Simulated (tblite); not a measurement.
C₄H₁₁PS.
Atom-mapped SMILES: `[CH3:1][S:2][CH2:3][P:4]([CH3:5])[CH3:6]` (hydrogens: H7, H8, H9 on C1; H10, H11 on C3; H12, H13, H14 on C5; H15, H16, H17 on C6)

Geometry (GFN2-xTB, Å), atoms numbered from 1 in this order:
```xyz
17
C4H11PS angstrom
C     -2.5030   -0.9356    1.0155
S     -1.4335   -1.6903   -0.2365
C     -0.6012   -0.1911   -0.8391
P      0.4643    0.5939    0.4807
C      1.7960   -0.6847    0.5023
C      1.2764    1.8400   -0.6197
H     -3.2506   -0.3154    0.5280
H     -2.9816   -1.7457    1.5552
H     -1.8898   -0.3410    1.6881
H      0.0019   -0.5035   -1.6936
H     -1.3667    0.5135   -1.1711
H      2.2194   -0.8305   -0.4912
H      2.5774   -0.3712    1.1919
H      1.3719   -1.6222    0.8582
H      2.0801    2.3192   -0.0640
H      1.6821    1.3753   -1.5177
H      0.5499    2.6011   -0.8979
```

Computed values, GFN2-xTB/tblite, gas phase, harmonic and unscaled. Errors from tens to a few hundred cm⁻¹ against measured bands are possible. One conformer, not necessarily the lowest.

Harmonic wavenumbers (cm⁻¹): 39.1, 91.7, 131.8, 147.8, 156.7, 175.8, 211.4, 272.7, 286.0, 319.8, 660.8, 706.6, 722.3, 742.0, 753.0, 761.7, 822.6, 862.9, 902.0, 930.6, 949.0, 957.3, 1075.8, 1151.2, 1314.0, 1318.5, 1322.1, 1394.0, 1433.5, 1441.2, 1444.2, 1447.8, 1448.1, 1458.5, 2944.0, 2955.0, 2980.9, 2985.9, 3010.9, 3011.8, 3015.1, 3016.6, 3018.8, 3019.1, 3064.0.

A = 4024, B = 1272, C = 1200 MHz; mass 122.032 u (most abundant isotopes); point group C1, symmetry number 1.

Question: What is the zero-point energy?

Answer: ½Σν̃ = 30437 cm⁻¹ = 87.02 kcal/mol.

Question: What is S at 298.15 K and 1 bar for an ideal gas of classical rigid rotors and harmonic oscillators?

Answer: Translation 40.34, rotation 28.35, vibration 28.76: S = 97.4 cal/(mol K).

Question: And Cp and H(298.15 K) − H(0)?

Answer: Cp = 35.67 cal/(mol K), of which vibrations give 27.72 (their classical limit is 45 R = 89.4); H(298.15 K) − H(0) = 6.80 kcal/mol without the zero-point energy, 4.43 from vibrations.

Question: What must be added to the electronic energy to get the Gibbs energy at 298.15 K and 1 bar?

Answer: ZPE + [H(298.15 K) − H(0)] − T·S = 87.02 + 6.80 − 29.05 = 64.77 kcal/mol.

Question: Blend soft modes into free rotors: weight 1/[1 + (100 cm⁻¹/ν̃)⁴] for the oscillator and the rest for a rotor with moment μB/(μ + B), μ = h/(8π²ν), B = 10⁻⁴⁴ kg m². What vibrational entropy results?

Answer: 26.73 cal/(mol K) in place of 28.76, which changes −T·S at 298.15 K by +0.60 kcal/mol.

Question: Which modes carry the vibrational entropy at 298.15 K?

Answer: 39.1 cm⁻¹: 5.30; 91.7 cm⁻¹: 3.62; 131.8 cm⁻¹: 2.92; 147.8 cm⁻¹: 2.70; 156.7 cm⁻¹: 2.59; 175.8 cm⁻¹: 2.37 cal/(mol K); the other 39 give 9.25 together.

Question: How do the functions run with temperature in this model?

Answer: 
| T (K) | S (cal/(mol K)) | Cp (cal/(mol K)) | H − H(0) (kcal/mol) | G − H(0) (kcal/mol) | ln q(vib) |
| --- | --- | --- | --- | --- | --- |
| 150 | 77.6 | 23.8 | 2.42 | -9.22 | 3.10 |
| 250 | 91.5 | 31.6 | 5.18 | -17.70 | 5.76 |
| 400 | 109.1 | 43.8 | 10.86 | -32.78 | 9.49 |
| 600 | 129.4 | 56.4 | 20.96 | -56.68 | 14.17 |
| 900 | 154.8 | 68.9 | 39.91 | -99.44 | 20.62 |

q(vib) and H(0) count from the zero-point level.

Hindered rotation and anharmonicity are outside this model. Other conformers, if any are populated, would add a mixing term that is left out. The structure is chiral; the term R ln 2 for an equal mix with its mirror image is left out.

On one thread of an Arm Neoverse V2, no GPU, shared host with 96 logical CPUs at a one-minute load of 42, this took 0.43 s. The figure is for the frequency step alone.
